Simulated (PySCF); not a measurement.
Functional benchmark on one molecule

Molecule: `C=CC(=O)F`, C₃H₃FO.

Atom-mapped SMILES (the numbers label the heavy atoms): `[CH2:1]=[CH:2][C:3](=[O:4])[F:5]`. Hydrogens are named by the atom that carries them. Ha(C1) is cis to C3; Hb(C1) is trans to C3.

Geometry PBE0-D3(BJ)/def2-SVP throughout; GIAO in PySCF 2.14, gas phase, one conformer, non-relativistic; equivalent atoms averaged; basis pcSseg-2.

Reference values (measured; solution, not stated per compound (mostly CDCl3 or CCl4); Pretsch, Buehlmann, Badertscher, Structure Determination of Organic Compounds, 4th ed. (2009)): δ(H(C2)) = 6.14 ppm, δ(Hb(C1)) = 6.25 ppm, δ(Ha(C1)) = 6.60 ppm. Computed shifts are taken against TMS, calculated as an isolated molecule at each level.

Q: How do the functionals HF, LDA, PBE, BLYP, BP86, OPBE, KT2, KT3, B97-D, B3LYP, PBE0, mPW1PW91 perform against the reference? Times are CPU seconds on 1 thread of an Arm Neoverse V1, shared host; the GGAs took longer than the global hybrids here, which isn't the general rule, and the cause wasn't traced.

A: 
```csv
functional,kind,H(C2),Hb(C1),Ha(C1),mean abs. error H,core-s
HF,Hartree–Fock,6.11,6.67,7.48,0.44,7.3
LDA,LDA,6.49,6.47,7.26,0.41,19
PBE,GGA,6.36,6.31,7.12,0.27,23
BLYP,GGA,6.29,6.21,7.04,0.21,22
BP86,GGA,6.33,6.29,7.09,0.24,22
OPBE,GGA,6.40,6.35,7.13,0.30,22
KT2,GGA,6.15,6.11,6.90,0.15,22
KT3,GGA,6.15,6.10,6.89,0.15,22
B97-D,GGA,6.25,6.22,7.03,0.19,22
B3LYP,global hybrid,6.27,6.34,7.15,0.26,13
PBE0,global hybrid,6.33,6.45,7.24,0.34,13
mPW1PW91,global hybrid,6.31,6.44,7.22,0.33,13
```

For $^{1}$H the closest is KT2 (0.15 ppm, with KT3 practically level) and the furthest HF (0.44 ppm). One molecule is a small sample, and vibrational and solvent effects are absent from the calculation.
